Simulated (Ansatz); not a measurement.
One change: `C=C(F)S` becomes `C=CC(=C)F`.

Ansatz, PBE0-D4/def2-TZVP geometries, multiplicity 1. Each molecule was computed in one conformer, which needn't be the lowest.

```csv
property,`C=C(F)S`
size of the dipole moment (B3LYP/def2-TZVPP) / D,1.84
HOMO energy (B3LYP/def2-TZVPP) / eV,-6.64
LUMO energy (PBE/def2-TZVPP) / eV,-1.05
LUMO energy (ωB97M-V/def2-TZVPP) / eV,1.91
HOMO–LUMO gap (ωB97M-V/def2-TZVPP) / eV,10.91
HOMO–LUMO gap (PBE0/def2-TZVPP) / eV,6.81
```

Task: Give the same properties after the change, and the shifts. (Estimate.)

Result: The calculation gave: 
```
                                        property  `C=CC(=C)F`  shift
size of the dipole moment (B3LYP/def2-TZVPP) / D         1.35  -0.49
             HOMO energy (B3LYP/def2-TZVPP) / eV        -6.80  -0.16
               LUMO energy (PBE/def2-TZVPP) / eV        -2.01  -0.96
           LUMO energy (ωB97M-V/def2-TZVPP) / eV         0.99  -0.92
         HOMO–LUMO gap (ωB97M-V/def2-TZVPP) / eV        10.11  -0.80
            HOMO–LUMO gap (PBE0/def2-TZVPP) / eV         5.93  -0.88
```

With PBE0 the HOMO falls by 0.16 eV and the LUMO falls by 1.03 eV, so the gap narrows by about 0.87 eV. PBE moves the HOMO by -0.27 eV and ωB97M-V by -0.12 eV. The zero-point energy changes by 89.6 kJ/mol with +9 modes. Dipoles are sizes alone; their direction can turn.

B3LYP here is the variant with VWN-RPA as its local correlation; programs differ in this.
